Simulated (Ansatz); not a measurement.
**NOF (nitrosyl fluoride) at 6 levels**

Wanted: a comparison of 6 runs (B2PLYP/STO-3G, CAM-B3LYP/STO-3G, r2SCAN/STO-3G, r2SCAN0/STO-3G, revPBE/STO-3G, BCCD(T)/STO-3G) of NOF (nitrosyl fluoride). 

Program for the calculation: Ansatz 0.2.0.

63 further runs of the same task are left out: 16 that didn't finish, 47 set aside as unsound or not needed.

## 1. The structure to begin with

NOF has 3 atoms, charge 0, and is taken as a singlet. As SMILES, `O=NF`. The N2–O1 distance was set to 1.690 Å, away from the relaxed value.

Bond lengths: N2–F3 1.483 Å. A long bond or contact: O1–N2 1.690 Å.

## 2. The energy at B2PLYP/STO-3G (run 1)

Input file input.yaml:

```yaml
crystal:
  periodic: [false, false, false]
  atoms:
    - {symbol: O, position_ang: [1.228053, 0.605718, 0.742151]}
    - {symbol: N, position_ang: [0.148930, -0.482540, 0.029910]}
    - {symbol: F, position_ang: [-1.017290, 0.239580, -0.534650]}
basis:
  gaussian: {orbitals: STO-3G}
hamiltonian: {xc: {name: B2PLYP}}
correlation: {frozen_orbitals: {F: 1, "N": 1, O: 1}}
accuracy: high
```

Started as:

```bash
$ ansatz run input.yaml --threads 1 --pin off --max-ram 3480MiB --events-out events.jsonl --progress --plain --runs-dir runs
```

The program printed:

```text
Warning: RAYON_NUM_THREADS=1 ignored (pool sized by the plan → 1); use --threads N
Functional definition: B2PLYP
  name "B2PLYP"
  parameter a = 0.53
  parameter c = 0.27
  exchange = (1 - a)*b88_x + a*exact_x
  correlation = (1 - c)*lyp_c + c*(mp2_os + mp2_ss)
250 factors; integrals over basis functions are off by at most 4.3e-8 eV
mean field evaluation 1: about -6140.0229 eV, gradient 5.5e1 eV
mean field evaluation 2: about -6140.0295 eV, gradient 5.5e1 eV
mean field evaluation 4: about -6131.2445 eV, gradient 7.2e1 eV
mean field evaluation 8: about -6150.0759 eV, gradient 6.5e0 eV
mean field evaluation 16: about -6150.5522 eV, gradient 1.5e-1 eV
mean field evaluation 32: about -6143.7504 eV, gradient 2.1e1 eV
mean field -6150.55224369 eV, -226.0286259617 hartree, gradient 2.0e-8 eV, S^2 0.000000; 1 other end points of the search recorded, 0 dependent functions left out; unrestricted orbitals would lower it
3 core orbitals not correlated: weight in the atoms' cores, before any rotation towards them, 1.000 or more for the frozen orbitals, at most 0.000 for the correlated occupied ones
reference -6150.55225373 eV, -226.0286263304 hartree; 9, 9 occupied and 3, 3 virtual orbitals, 250 factors
second order -13.36247852 eV of doubles, -0.00000000 eV of singles
Total energy: -6154.16012293 eV, -226.1612130781 hartree
```

It took 0.91 s on 1 thread of Intel Xeon Platinum 8488C (Sapphire Rapids), shared host; peak memory 0.094 GiB.

## 3. A single-point energy at CAM-B3LYP/STO-3G (run 2)

Input file molecule.yaml:

```yaml
crystal:
  periodic: [false, false, false]
  atoms:
    - symbol: O
      position_ang: [1.228053, 0.605718, 0.742151]
    - symbol: "N"
      position_ang: [0.148930, -0.482540, 0.029910]
    - symbol: F
      position_ang: [-1.017290, 0.239580, -0.534650]
basis:
  gaussian:
    orbitals: STO-3G
hamiltonian:
  xc: {name: CAM-B3LYP}
accuracy: high
```

Started as:

```bash
$ ansatz run molecule.yaml --threads 1 --pin off --max-ram 3480MiB --events-out events.jsonl --progress --plain --runs-dir runs
```

The program printed:

```text
Warning: RAYON_NUM_THREADS=1 ignored (pool sized by the plan → 1); use --threads N
Functional definition: CAM-B3LYP
  name "CAM-B3LYP"
  parameter alpha = 0.19
  parameter beta = 0.46
  parameter omega = 0.33/bohr
  parameter ac = 0.81
  exchange = (1 - alpha - beta)*b88_x + beta*b88_x_sr(omega) + alpha*exact_x + beta*exact_x_lr(omega)
  correlation = (1 - ac)*vwn5_c + ac*lyp_c
250 factors; integrals over basis functions are off by at most 4.3e-8 eV
127 factors; integrals over basis functions are off by at most 1.8e-9 eV
mean field evaluation 1: about -6148.3562 eV, gradient 5.2e1 eV
mean field evaluation 2: about -5997.4564 eV, gradient 1.5e2 eV
mean field evaluation 4: about -6145.8481 eV, gradient 5.3e1 eV
mean field evaluation 8: about -6157.5835 eV, gradient 3.2e-1 eV
mean field -6157.58403376 eV, -226.2870394804 hartree, gradient 3.7e-8 eV, S^2 0.000000; 0 other end points of the search recorded, 0 dependent functions left out
reference -6157.58404133 eV, -226.2870397585 hartree; 12, 12 occupied and 3, 3 virtual orbitals, 250 factors
Total energy: -6157.58404133 eV, -226.2870397585 hartree
```

Wall time 0.86 s (1 thread of Intel Xeon Platinum 8488C (Sapphire Rapids), shared host); peak memory 0.093 GiB.

Runs 3 to 5 aren't shown in full; the table further down has their settings and results.

## 4. A single-point energy at BCCD(T)/STO-3G (run 6)

Input file molecule.yaml:

```yaml
crystal:
  periodic: [false, false, false]
  atoms:
    - {symbol: O, position_ang: [1.228053, 0.605718, 0.742151]}
    - {symbol: N, position_ang: [0.148930, -0.482540, 0.029910]}
    - {symbol: F, position_ang: [-1.017290, 0.239580, -0.534650]}
basis:
  gaussian: {orbitals: STO-3G}
correlation: {method: bccd_t, frozen_orbitals: {F: 1, "N": 1, O: 1}}
accuracy: high
scf: {omitted_lower_state_checks: [cluster_reference, increment]}
```

Started as:

```bash
$ ansatz run molecule.yaml --threads 1 --pin off --max-ram 3480MiB --events-out events.jsonl --progress --plain --runs-dir runs
```

The program printed:

```text
Warning: RAYON_NUM_THREADS=1 ignored (pool sized by the plan → 1); use --threads N
[... 16 lines left out ...]
3 core orbitals not correlated: weight in the atoms' cores, before any rotation towards them, 1.000 or more for the frozen orbitals, at most 0.000 for the correlated occupied ones
[... 37 lines left out ...]
Total energy: -6139.93563673 eV, -225.6384728518 hartree
Checks for a lower state left out: cluster_reference, increment
```

Run time: 0.43 s. Hardware: 1 thread of Intel Xeon Platinum 8488C (Sapphire Rapids), shared host.

## 5. The series

| run | level | frozen core orbitals | energy (Eh) | wall time |
| --- | --- | --- | --- | --- |
| 1 | B2PLYP/STO-3G | 3 | -226.161213 | 0.91 s |
| 2 | CAM-B3LYP/STO-3G | – | -226.287040 | 0.86 s |
| 3 | r2SCAN/STO-3G | – | -226.357383 | 1.9 s |
| 4 | r2SCAN0/STO-3G | – | -226.289813 | 2.5 s |
| 5 | revPBE/STO-3G | – | -226.405601 | 0.83 s |
| 6 | BCCD(T)/STO-3G | 3 | -225.638473 | 0.43 s |

## 6. Outcome

```
                                          quantity          value
                               run 6: total energy  -225.63847 Eh
run 6: correlation energy (3 core orbitals frozen)     -311.0 mEh
                             run 6: (T) correction     -10.91 mEh
```

Totals of different functionals can't be ranked against each other. In runs 1, 6 the log says that unrestricted orbitals would lower the reference, so the values rest on an unstable closed-shell determinant (other closed-shell runs at this shape may share the fault). In runs 1, 2, 3, 4, 5, 6 the basis is minimal, so the values are rough. All runs together took 7.4 s, the longest 2.5 s.
